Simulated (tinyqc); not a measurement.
UHF in the sto-6g basis, for CH2, spin multiplicity 3, step by step (part 1 of 2). Computed by tinyqc, a small Python program that keeps every step (integrals from PySCF). Settings: charge = 0, multiplicity = 3, basis = sto-6g, energy threshold = 1e-09, iteration cap = 82, orthogonalisation = canonical, start = atomic densities, DIIS depth = 8, DIIS from iteration = 2, method = UHF. Command: `OMP_NUM_THREADS=1 python tinyqc.py 21510 21511 out.jsonl` (the two numbers bound the seeds that draw the settings). One thread of a shared host (Intel(R) Xeon(R) Processor @ 2.60GHz), about 0.2 s of CPU time with the checks. Later iterations appear only in the table of the cycle.

## One-electron integrals

Geometry (angstrom):
```
atom       x        y       z
C     0.0000   0.0000  0.0000
H     0.0000   1.1000  0.6940
H     0.0000  -1.1000  0.6940
```

Basis sto-6g: exponents (1/bohr^2) and contraction coefficients of normalised primitives:
```
element  l (shell)  exponent  coefficient
C            s (1)  742.7370       0.0092
C            s (1)  136.1800       0.0494
C            s (1)   38.0983       0.1685
C            s (1)   13.0878       0.3706
C            s (1)    5.0824       0.4165
C            s (1)    2.0932       0.1303
C            s (2)   30.4972      -0.0133
C            s (2)    6.0362      -0.0470
C            s (2)    1.8760      -0.0338
C            s (2)    0.7218       0.2502
C            s (2)    0.3135       0.5951
C            s (2)    0.1437       0.2407
C            p (3)   30.4972       0.0038
C            p (3)    6.0362       0.0377
C            p (3)    1.8760       0.1739
C            p (3)    0.7218       0.4180
C            p (3)    0.3135       0.4259
C            p (3)    0.1437       0.1017
H            s (1)   35.5232       0.0092
H            s (1)    6.5131       0.0494
H            s (1)    1.8221       0.1685
H            s (1)    0.6260       0.3706
H            s (1)    0.2431       0.4165
H            s (1)    0.1001       0.1303
```

Overlap, kinetic and nuclear-attraction integrals over the contracted functions; the nuclear repulsion is the sum of Za Zb / Rab.

nuclear repulsion = 5.122885 hartree

overlap S, order 1C 1s, 1C 2s, 1C 2px, 1C 2py, 1C 2pz, 2H 1s, 3H 1s:
```
[[1.0000, 0.2432, 0.0000, 0.0000, 0.0000, 0.0399, 0.0399],
 [0.2432, 1.0000, 0.0000, 0.0000, 0.0000, 0.3779, 0.3779],
 [0.0000, 0.0000, 1.0000, 0.0000, 0.0000, 0.0000, 0.0000],
 [0.0000, 0.0000, 0.0000, 1.0000, 0.0000, 0.3290, -0.3290],
 [0.0000, 0.0000, 0.0000, 0.0000, 1.0000, 0.2076, 0.2076],
 [0.0399, 0.3779, 0.0000, 0.3290, 0.2076, 1.0000, 0.0866],
 [0.0399, 0.3779, 0.0000, -0.3290, 0.2076, 0.0866, 1.0000]]
```

kinetic energy T (hartree), order 1C 1s, 1C 2s, 1C 2px, 1C 2py, 1C 2pz, 2H 1s, 3H 1s:
```
[[16.0686, -0.4928, 0.0000, 0.0000, 0.0000, -0.0094, -0.0094],
 [-0.4928, 0.4924, 0.0000, 0.0000, 0.0000, 0.0496, 0.0496],
 [0.0000, 0.0000, 1.4792, 0.0000, 0.0000, 0.0000, 0.0000],
 [0.0000, 0.0000, 0.0000, 1.4792, 0.0000, 0.1304, -0.1304],
 [0.0000, 0.0000, 0.0000, 0.0000, 1.4792, 0.0823, 0.0823],
 [-0.0094, 0.0496, 0.0000, 0.1304, 0.0823, 0.7685, -0.0120],
 [-0.0094, 0.0496, 0.0000, -0.1304, 0.0823, -0.0120, 0.7685]]
```

nuclear attraction V (hartree), order 1C 1s, 1C 2s, 1C 2px, 1C 2py, 1C 2pz, 2H 1s, 3H 1s:
```
[[-34.8217, -3.8163, 0.0000, 0.0000, -0.0134, -0.7032, -0.7032],
 [-3.8163, -5.9652, 0.0000, 0.0000, -0.1399, -1.8198, -1.8198],
 [0.0000, 0.0000, -5.9062, 0.0000, 0.0000, 0.0000, 0.0000],
 [0.0000, 0.0000, 0.0000, -6.0322, 0.0000, -1.4612, 1.4612],
 [-0.0134, -0.1399, 0.0000, 0.0000, -5.9564, -0.9479, -0.9479],
 [-0.7032, -1.8198, 0.0000, -1.4612, -0.9479, -3.8989, -0.3694],
 [-0.7032, -1.8198, 0.0000, 1.4612, -0.9479, -0.3694, -3.8989]]
```

core Hamiltonian H = T + V (hartree), order 1C 1s, 1C 2s, 1C 2px, 1C 2py, 1C 2pz, 2H 1s, 3H 1s:
```
[[-18.7530, -4.3091, 0.0000, 0.0000, -0.0134, -0.7126, -0.7126],
 [-4.3091, -5.4728, 0.0000, 0.0000, -0.1399, -1.7701, -1.7701],
 [0.0000, 0.0000, -4.4270, 0.0000, 0.0000, 0.0000, 0.0000],
 [0.0000, 0.0000, 0.0000, -4.5530, 0.0000, -1.3308, 1.3308],
 [-0.0134, -0.1399, 0.0000, 0.0000, -4.4772, -0.8656, -0.8656],
 [-0.7126, -1.7701, 0.0000, -1.3308, -0.8656, -3.1304, -0.3814],
 [-0.7126, -1.7701, 0.0000, 1.3308, -0.8656, -0.3814, -3.1304]]
```

## Two-electron integrals

Functions are numbered as in S; the eight-fold symmetry (ij|kl) = (ji|kl) = (kl|ij) leaves the list below.

Two-electron integrals (ij|kl) in chemists' order, unique and non-zero (hartree):
```
(11|11) 3.5437      (21|11) 0.5295      (21|21) 0.1003      (22|11) 0.8536
(22|21) 0.1999      (22|22) 0.6248      (31|31) 0.0213      (32|31) 0.0319
(32|32) 0.1381      (33|11) 0.8536      (33|21) 0.1999      (33|22) 0.6248
(33|33) 0.6732      (41|41) 0.0213      (42|41) 0.0319      (42|42) 0.1381
(43|43) 0.0363      (44|11) 0.8536      (44|21) 0.1999      (44|22) 0.6248
(44|33) 0.6007      (44|44) 0.6732      (51|51) 0.0213      (52|51) 0.0319
(52|52) 0.1381      (53|53) 0.0363      (54|54) 0.0363      (55|11) 0.8536
(55|21) 0.1999      (55|22) 0.6248      (55|33) 0.6007      (55|44) 0.6007
(55|55) 0.6732      (61|11) 0.0913      (61|21) 0.0167      (61|22) 0.0327
(61|33) 0.0326      (61|41) 0.0009      (61|42) 0.0018      (61|44) 0.0329
(61|51) 0.0006      (61|52) 0.0011      (61|54) 1.66e-04    (61|55) 0.0327
(61|61) 0.0028      (62|11) 0.2367      (62|21) 0.0564      (62|22) 0.1963
(62|33) 0.1915      (62|41) 0.0048      (62|42) 0.0335      (62|44) 0.2018
(62|51) 0.0031      (62|52) 0.0211      (62|54) 0.0065      (62|55) 0.1956
(62|61) 0.0097      (62|62) 0.0846      (63|31) 0.0058      (63|32) 0.0303
(63|43) 0.0064      (63|53) 0.0040      (63|63) 0.0098      (64|11) 0.1792
(64|21) 0.0432      (64|22) 0.1592      (64|33) 0.1514      (64|41) 0.0089
(64|42) 0.0550      (64|44) 0.1718      (64|51) 0.0020      (64|52) 0.0156
(64|54) 0.0088      (64|55) 0.1545      (64|61) 0.0078      (64|62) 0.0813
(64|64) 0.0864      (65|11) 0.1130      (65|21) 0.0273      (65|22) 0.1005
(65|33) 0.0955      (65|41) 0.0020      (65|42) 0.0156      (65|44) 0.1004
(65|51) 0.0070      (65|52) 0.0401      (65|54) 0.0094      (65|55) 0.1055
(65|61) 0.0049      (65|62) 0.0513      (65|64) 0.0484      (65|65) 0.0403
(66|11) 0.4029      (66|21) 0.0978      (66|22) 0.3876      (66|33) 0.3680
(66|41) 0.0098      (66|42) 0.0926      (66|44) 0.4102      (66|51) 0.0062
(66|52) 0.0584      (66|54) 0.0266      (66|55) 0.3848      (66|61) 0.0170
(66|62) 0.2192      (66|64) 0.2318      (66|65) 0.1462      (66|66) 0.7750
(71|11) 0.0913      (71|21) 0.0167      (71|22) 0.0327      (71|33) 0.0326
(71|41) -0.0009     (71|42) -0.0018     (71|44) 0.0329      (71|51) 0.0006
(71|52) 0.0011      (71|54) -1.66e-04   (71|55) 0.0327      (71|61) 0.0028
(71|62) 0.0090      (71|64) 0.0066      (71|65) 0.0046      (71|66) 0.0156
(71|71) 0.0028      (72|11) 0.2367      (72|21) 0.0564      (72|22) 0.1963
(72|33) 0.1915      (72|41) -0.0048     (72|42) -0.0335     (72|44) 0.2018
(72|51) 0.0031      (72|52) 0.0211      (72|54) -0.0065     (72|55) 0.1956
(72|61) 0.0090      (72|62) 0.0584      (72|64) 0.0410      (72|65) 0.0345
(72|66) 0.1159      (72|71) 0.0097      (72|72) 0.0846      (73|31) 0.0058
(73|32) 0.0303      (73|43) -0.0064     (73|53) 0.0040      (73|63) 0.0062
(73|73) 0.0098      (74|11) -0.1792     (74|21) -0.0432     (74|22) -0.1592
(74|33) -0.1514     (74|41) 0.0089      (74|42) 0.0550      (74|44) -0.1718
(74|51) -0.0020     (74|52) -0.0156     (74|54) 0.0088      (74|55) -0.1545
(74|61) -0.0066     (74|62) -0.0410     (74|64) -0.0236     (74|65) -0.0238
(74|66) -0.0774     (74|71) -0.0078     (74|72) -0.0813     (74|74) 0.0864
(75|11) 0.1130      (75|21) 0.0273      (75|22) 0.1005      (75|33) 0.0955
(75|41) -0.0020     (75|42) -0.0156     (75|44) 0.1004      (75|51) 0.0070
(75|52) 0.0401      (75|54) -0.0094     (75|55) 0.1055      (75|61) 0.0046
(75|62) 0.0345      (75|64) 0.0238      (75|65) 0.0262      (75|66) 0.0721
(75|71) 0.0049      (75|72) 0.0513      (75|74) -0.0484     (75|75) 0.0403
(76|11) 0.0466      (76|21) 0.0112      (76|22) 0.0406      (76|33) 0.0394
(76|44) 0.0406      (76|51) 0.0010      (76|52) 0.0074      (76|55) 0.0416
(76|61) 0.0019      (76|62) 0.0156      (76|64) 0.0131      (76|65) 0.0104
(76|66) 0.0382      (76|71) 0.0019      (76|72) 0.0156      (76|74) -0.0131
(76|75) 0.0104      (76|76) 0.0037      (77|11) 0.4029      (77|21) 0.0978
(77|22) 0.3876      (77|33) 0.3680      (77|41) -0.0098     (77|42) -0.0926
(77|44) 0.4102      (77|51) 0.0062      (77|52) 0.0584      (77|54) -0.0266
(77|55) 0.3848      (77|61) 0.0156      (77|62) 0.1159      (77|64) 0.0774
(77|65) 0.0721      (77|66) 0.2401      (77|71) 0.0170      (77|72) 0.2192
(77|74) -0.2318     (77|75) 0.1462      (77|76) 0.0382      (77|77) 0.7750
```

## Orthogonalisation

S = U s U^T; canonical form X = U s^(-1/2), so that X^T S X = 1. Each column of U has its largest component positive (the first on a tie).

eigenvalues of S: [0.4066, 0.4894, 0.8759, 1.0000, 1.0980, 1.4240, 1.7061]

X, order 1C 1s, 1C 2s, 1C 2px, 1C 2py, 1C 2pz, 2H 1s, 3H 1s:
```
[[-0.3317, 0.0000, 0.7522, 0.0000, -0.5953, 0.0000, 0.2035],
 [1.0428, 0.0000, -0.3216, 0.0000, -0.2904, 0.0000, 0.4686],
 [0.0000, 0.0000, 0.0000, 1.0000, 0.0000, 0.0000, 0.0000],
 [0.0000, 0.9628, 0.0000, 0.0000, 0.0000, 0.6194, 0.0000],
 [0.4981, 0.0000, 0.6331, 0.0000, 0.6517, 0.0000, 0.2189],
 [-0.7120, -0.7471, -0.1893, 0.0000, 0.1539, 0.3991, 0.3723],
 [-0.7120, 0.7471, -0.1893, 0.0000, 0.1539, -0.3991, 0.3723]]
```

## Starting guess

The start is atomic minimal-basis densities projected into this basis (PySCF's MINAO start) and scaled to the electron count of each spin; this density is not idempotent, so its energy is not variational and may lie below the converged one.

D(alpha) at the start, order 1C 1s, 1C 2s, 1C 2px, 1C 2py, 1C 2pz, 2H 1s, 3H 1s:
```
[[1.3359, -0.3141, 0.0000, 0.0000, 0.0059, -0.0121, -0.0121],
 [-0.3141, 1.2973, 0.0000, 0.0000, -0.0241, 0.0532, 0.0532],
 [0.0000, 0.0000, 0.4115, 0.0000, 0.0000, 0.0000, 0.0000],
 [0.0000, 0.0000, 0.0000, 0.3755, 0.0000, 0.0330, -0.0330],
 [0.0059, -0.0241, 0.0000, 0.0000, 0.3972, 0.0170, 0.0170],
 [-0.0121, 0.0532, 0.0000, 0.0330, 0.0170, 0.5981, 0.0181],
 [-0.0121, 0.0532, 0.0000, -0.0330, 0.0170, 0.0181, 0.5981]]
```

D(beta) at the start, order 1C 1s, 1C 2s, 1C 2px, 1C 2py, 1C 2pz, 2H 1s, 3H 1s:
```
[[0.8016, -0.1885, 0.0000, 0.0000, 0.0036, -0.0072, -0.0072],
 [-0.1885, 0.7784, 0.0000, 0.0000, -0.0145, 0.0319, 0.0319],
 [0.0000, 0.0000, 0.2469, 0.0000, 0.0000, 0.0000, 0.0000],
 [0.0000, 0.0000, 0.0000, 0.2253, 0.0000, 0.0198, -0.0198],
 [0.0036, -0.0145, 0.0000, 0.0000, 0.2383, 0.0102, 0.0102],
 [-0.0072, 0.0319, 0.0000, 0.0198, 0.0102, 0.3589, 0.0108],
 [-0.0072, 0.0319, 0.0000, -0.0198, 0.0102, 0.0108, 0.3589]]
```

## Iteration 1: building the Fock matrix

J_ij = sum D_kl (ij|kl) with D = D(alpha) + D(beta), K_ij = sum D_kl (ik|jl) for each spin; F = H + J - K(s); E = tr D H + tr D J / 2 - 0.5 sum_s tr D(s) K(s) + E_nn.

Coulomb J (hartree), order 1C 1s, 1C 2s, 1C 2px, 1C 2py, 1C 2pz, 2H 1s, 3H 1s:
```
[[11.3291, 2.0424, 0.0000, 0.0000, 0.0121, 0.3445, 0.3445],
 [2.0424, 4.9576, 0.0000, 0.0000, 0.1170, 1.5897, 1.5897],
 [0.0000, 0.0000, 4.9180, 0.0000, 0.0000, 0.0000, 0.0000],
 [0.0000, 0.0000, 0.0000, 5.0030, 0.0000, 1.3025, -1.3025],
 [0.0121, 0.1170, 0.0000, 0.0000, 4.9517, 0.8451, 0.8451],
 [0.3445, 1.5897, 0.0000, 1.3025, 0.8451, 3.3702, 0.3313],
 [0.3445, 1.5897, 0.0000, -1.3025, 0.8451, 0.3313, 3.3702]]
```

exchange K(alpha) (hartree), order 1C 1s, 1C 2s, 1C 2px, 1C 2py, 1C 2pz, 2H 1s, 3H 1s:
```
[[4.5597, 0.7206, 0.0000, 0.0000, 0.0074, 0.1375, 0.1375],
 [0.7206, 1.1308, 0.0000, 0.0000, 0.0673, 0.4739, 0.4739],
 [0.0000, 0.0000, 0.5118, 0.0000, 0.0000, 0.0000, 0.0000],
 [0.0000, 0.0000, 0.0000, 0.6067, 0.0000, 0.2662, -0.2662],
 [0.0074, 0.0673, 0.0000, 0.0000, 0.5493, 0.1814, 0.1814],
 [0.1375, 0.4739, 0.0000, 0.2662, 0.1814, 0.6689, 0.1385],
 [0.1375, 0.4739, 0.0000, -0.2662, 0.1814, 0.1385, 0.6689]]
```

exchange K(beta) (hartree), order 1C 1s, 1C 2s, 1C 2px, 1C 2py, 1C 2pz, 2H 1s, 3H 1s:
```
[[2.7358, 0.4324, 0.0000, 0.0000, 0.0044, 0.0825, 0.0825],
 [0.4324, 0.6785, 0.0000, 0.0000, 0.0404, 0.2843, 0.2843],
 [0.0000, 0.0000, 0.3071, 0.0000, 0.0000, 0.0000, 0.0000],
 [0.0000, 0.0000, 0.0000, 0.3640, 0.0000, 0.1597, -0.1597],
 [0.0044, 0.0404, 0.0000, 0.0000, 0.3296, 0.1088, 0.1088],
 [0.0825, 0.2843, 0.0000, 0.1597, 0.1088, 0.4014, 0.0831],
 [0.0825, 0.2843, 0.0000, -0.1597, 0.1088, 0.0831, 0.4014]]
```

F(alpha) (hartree), order 1C 1s, 1C 2s, 1C 2px, 1C 2py, 1C 2pz, 2H 1s, 3H 1s:
```
[[-11.9837, -2.9873, 0.0000, 0.0000, -0.0087, -0.5056, -0.5056],
 [-2.9873, -1.6460, 0.0000, 0.0000, -0.0902, -0.6543, -0.6543],
 [0.0000, 0.0000, -0.0208, 0.0000, 0.0000, 0.0000, 0.0000],
 [0.0000, 0.0000, 0.0000, -0.1568, 0.0000, -0.2945, 0.2945],
 [-0.0087, -0.0902, 0.0000, 0.0000, -0.0747, -0.2019, -0.2019],
 [-0.5056, -0.6543, 0.0000, -0.2945, -0.2019, -0.4291, -0.1886],
 [-0.5056, -0.6543, 0.0000, 0.2945, -0.2019, -0.1886, -0.4291]]
```

F(beta) (hartree), order 1C 1s, 1C 2s, 1C 2px, 1C 2py, 1C 2pz, 2H 1s, 3H 1s:
```
[[-10.1598, -2.6991, 0.0000, 0.0000, -0.0058, -0.4506, -0.4506],
 [-2.6991, -1.1937, 0.0000, 0.0000, -0.0633, -0.4648, -0.4648],
 [0.0000, 0.0000, 0.1839, 0.0000, 0.0000, 0.0000, 0.0000],
 [0.0000, 0.0000, 0.0000, 0.0859, 0.0000, -0.1880, 0.1880],
 [-0.0058, -0.0633, 0.0000, 0.0000, 0.1450, -0.1293, -0.1293],
 [-0.4506, -0.4648, 0.0000, -0.1880, -0.1293, -0.1615, -0.1332],
 [-0.4506, -0.4648, 0.0000, 0.1880, -0.1293, -0.1332, -0.1615]]
```

total energy of this density = -38.738292 hartree

This density is the starting one; it is not idempotent, so its energy is not variational and may lie below the converged one.

## Iteration 1: diagonalisation and new density

Diagonalise F' = X^T F X, C = X C', fill 5 alpha and 3 beta electrons from the bottom; D(s) = C_occ C_occ^T. Each column has its largest component positive (the first on a tie).

F' = X^T F X (alpha) (hartree):
```
[[-0.0253, 0.0000, 1.3000, 0.0000, -0.9347, 0.0000, 0.3004],
 [0.0000, 0.4334, 0.0000, 0.0000, 0.0000, 0.0962, 0.0000],
 [1.3000, 0.0000, -5.3250, 0.0000, 5.1043, 0.0000, -2.4398],
 [0.0000, 0.0000, 0.0000, -0.0208, 0.0000, 0.0000, 0.0000],
 [-0.9347, 0.0000, 5.1043, 0.0000, -5.2169, 0.0000, 2.7103],
 [0.0000, 0.0962, 0.0000, 0.0000, 0.0000, -0.4280, 0.0000],
 [0.3004, 0.0000, -2.4398, 0.0000, 2.7103, 0.0000, -2.2973]]
```

orbital energies (alpha) (hartree): [-11.9842, -1.0441, -0.4386, -0.1801, -0.0208, 0.3440, 0.4440]

coefficients C (alpha), order 1C 1s, 1C 2s, 1C 2px, 1C 2py, 1C 2pz, 2H 1s, 3H 1s:
```
[[0.9983, -0.2229, 0.0000, 0.1069, 0.0000, -0.1178, 0.0000],
 [0.0071, 0.8205, 0.0000, -0.5576, 0.0000, 0.7146, 0.0000],
 [0.0000, 0.0000, 0.0000, 0.0000, 1.0000, 0.0000, 0.0000],
 [0.0000, 0.0000, 0.5101, 0.0000, 0.0000, 0.0000, 1.0249],
 [0.0009, 0.0679, 0.0000, 0.7018, 0.0000, 0.7902, 0.0000],
 [-0.0002, 0.2104, 0.4786, 0.3748, 0.0000, -0.7214, -0.6988],
 [-0.0002, 0.2104, -0.4786, 0.3748, 0.0000, -0.7214, 0.6988]]
```

F' = X^T F X (beta) (hartree):
```
[[0.2628, 0.0000, 1.0013, 0.0000, -0.7254, 0.0000, 0.2753],
 [0.0000, 0.5889, 0.0000, 0.0000, 0.0000, 0.0977, 0.0000],
 [1.0013, 0.0000, -4.3027, 0.0000, 4.4072, 0.0000, -2.1784],
 [0.0000, 0.0000, 0.0000, 0.1839, 0.0000, 0.0000, 0.0000],
 [-0.7254, 0.0000, 4.4072, 0.0000, -4.3616, 0.0000, 2.4107],
 [0.0000, 0.0977, 0.0000, 0.0000, 0.0000, -0.1620, 0.0000],
 [0.2753, 0.0000, -2.1784, 0.0000, 2.4107, 0.0000, -1.7890]]
```

orbital energies (beta) (hartree): [-10.1660, -0.5972, -0.1745, 0.0535, 0.1839, 0.5192, 0.6014]

coefficients C (beta), order 1C 1s, 1C 2s, 1C 2px, 1C 2py, 1C 2pz, 2H 1s, 3H 1s:
```
[[0.9930, -0.2291, 0.0000, 0.1217, 0.0000, -0.1347, 0.0000],
 [0.0293, 0.7747, 0.0000, -0.5794, 0.0000, 0.7470, 0.0000],
 [0.0000, 0.0000, 0.0000, 0.0000, 1.0000, 0.0000, 0.0000],
 [0.0000, 0.0000, 0.4922, 0.0000, 0.0000, 0.0000, 1.0336],
 [0.0029, 0.0679, 0.0000, 0.7076, 0.0000, 0.7850, 0.0000],
 [-0.0056, 0.2480, 0.4907, 0.3587, 0.0000, -0.7176, -0.6904],
 [-0.0056, 0.2480, -0.4907, 0.3587, 0.0000, -0.7176, 0.6904]]
```

D(alpha) after iteration 1, order 1C 1s, 1C 2s, 1C 2px, 1C 2py, 1C 2pz, 2H 1s, 3H 1s:
```
[[1.0576, -0.2354, 0.0000, 0.0000, 0.0607, -0.0070, -0.0070],
 [-0.2354, 0.9842, 0.0000, 0.0000, -0.3356, -0.0364, -0.0364],
 [0.0000, 0.0000, 1.0000, 0.0000, 0.0000, 0.0000, 0.0000],
 [0.0000, 0.0000, 0.0000, 0.2602, 0.0000, 0.2442, -0.2442],
 [0.0607, -0.3356, 0.0000, 0.0000, 0.4971, 0.2773, 0.2773],
 [-0.0070, -0.0364, 0.0000, 0.2442, 0.2773, 0.4138, -0.0443],
 [-0.0070, -0.0364, 0.0000, -0.2442, 0.2773, -0.0443, 0.4138]]
```

D(beta) after iteration 1, order 1C 1s, 1C 2s, 1C 2px, 1C 2py, 1C 2pz, 2H 1s, 3H 1s:
```
[[1.0386, -0.1484, 0.0000, 0.0000, -0.0127, -0.0623, -0.0623],
 [-0.1484, 0.6011, 0.0000, 0.0000, 0.0527, 0.1920, 0.1920],
 [0.0000, 0.0000, 0.0000, 0.0000, 0.0000, 0.0000, 0.0000],
 [0.0000, 0.0000, 0.0000, 0.2423, 0.0000, 0.2415, -0.2415],
 [-0.0127, 0.0527, 0.0000, 0.0000, 0.0046, 0.0168, 0.0168],
 [-0.0623, 0.1920, 0.0000, 0.2415, 0.0168, 0.3023, -0.1792],
 [-0.0623, 0.1920, 0.0000, -0.2415, 0.0168, -0.1792, 0.3023]]
```

## Iteration 2: building the Fock matrix

As before.

Coulomb J (hartree), order 1C 1s, 1C 2s, 1C 2px, 1C 2py, 1C 2pz, 2H 1s, 3H 1s:
```
[[11.2452, 2.0321, 0.0000, 0.0000, 0.0063, 0.3424, 0.3424],
 [2.0321, 4.9565, 0.0000, 0.0000, 0.0956, 1.5878, 1.5878],
 [0.0000, 0.0000, 4.9289, 0.0000, 0.0000, 0.0000, 0.0000],
 [0.0000, 0.0000, 0.0000, 5.0044, 0.0000, 1.3025, -1.3025],
 [0.0063, 0.0956, 0.0000, 0.0000, 4.9360, 0.8385, 0.8385],
 [0.3424, 1.5878, 0.0000, 1.3025, 0.8385, 3.3570, 0.3302],
 [0.3424, 1.5878, 0.0000, -1.3025, 0.8385, 0.3302, 3.3570]]
```

exchange K(alpha) (hartree), order 1C 1s, 1C 2s, 1C 2px, 1C 2py, 1C 2pz, 2H 1s, 3H 1s:
```
[[3.6335, 0.5910, 0.0000, 0.0000, -0.0016, 0.1072, 0.1072],
 [0.5910, 0.9604, 0.0000, 0.0000, -0.0703, 0.3595, 0.3595],
 [0.0000, 0.0000, 0.8578, 0.0000, 0.0000, 0.0000, 0.0000],
 [0.0000, 0.0000, 0.0000, 0.6159, 0.0000, 0.3006, -0.3006],
 [-0.0016, -0.0703, 0.0000, 0.0000, 0.6750, 0.2072, 0.2072],
 [0.1072, 0.3595, 0.0000, 0.3006, 0.2072, 0.5953, 0.0720],
 [0.1072, 0.3595, 0.0000, -0.3006, 0.2072, 0.0720, 0.5953]]
```

exchange K(beta) (hartree), order 1C 1s, 1C 2s, 1C 2px, 1C 2py, 1C 2pz, 2H 1s, 3H 1s:
```
[[3.5804, 0.5449, 0.0000, 0.0000, 0.0015, 0.0951, 0.0951],
 [0.5449, 0.6552, 0.0000, 0.0000, 0.1174, 0.3254, 0.3254],
 [0.0000, 0.0000, 0.1366, 0.0000, 0.0000, 0.0000, 0.0000],
 [0.0000, 0.0000, 0.0000, 0.5263, 0.0000, 0.2821, -0.2821],
 [0.0015, 0.1174, 0.0000, 0.0000, 0.1678, 0.1085, 0.1085],
 [0.0951, 0.3254, 0.0000, 0.2821, 0.1085, 0.4978, 0.0327],
 [0.0951, 0.3254, 0.0000, -0.2821, 0.1085, 0.0327, 0.4978]]
```

F(alpha) (hartree), order 1C 1s, 1C 2s, 1C 2px, 1C 2py, 1C 2pz, 2H 1s, 3H 1s:
```
[[-11.1413, -2.8680, 0.0000, 0.0000, -0.0055, -0.4774, -0.4774],
 [-2.8680, -1.4768, 0.0000, 0.0000, 0.0260, -0.5419, -0.5419],
 [0.0000, 0.0000, -0.3559, 0.0000, 0.0000, 0.0000, 0.0000],
 [0.0000, 0.0000, 0.0000, -0.1645, 0.0000, -0.3288, 0.3288],
 [-0.0055, 0.0260, 0.0000, 0.0000, -0.2162, -0.2343, -0.2343],
 [-0.4774, -0.5419, 0.0000, -0.3288, -0.2343, -0.3687, -0.1232],
 [-0.4774, -0.5419, 0.0000, 0.3288, -0.2343, -0.1232, -0.3687]]
```

F(beta) (hartree), order 1C 1s, 1C 2s, 1C 2px, 1C 2py, 1C 2pz, 2H 1s, 3H 1s:
```
[[-11.0883, -2.8220, 0.0000, 0.0000, -0.0086, -0.4652, -0.4652],
 [-2.8220, -1.1715, 0.0000, 0.0000, -0.1617, -0.5078, -0.5078],
 [0.0000, 0.0000, 0.3654, 0.0000, 0.0000, 0.0000, 0.0000],
 [0.0000, 0.0000, 0.0000, -0.0748, 0.0000, -0.3103, 0.3103],
 [-0.0086, -0.1617, 0.0000, 0.0000, 0.2911, -0.1356, -0.1356],
 [-0.4652, -0.5078, 0.0000, -0.3103, -0.1356, -0.2712, -0.0839],
 [-0.4652, -0.5078, 0.0000, 0.3103, -0.1356, -0.0839, -0.2712]]
```

total energy of this density = -38.731548 hartree
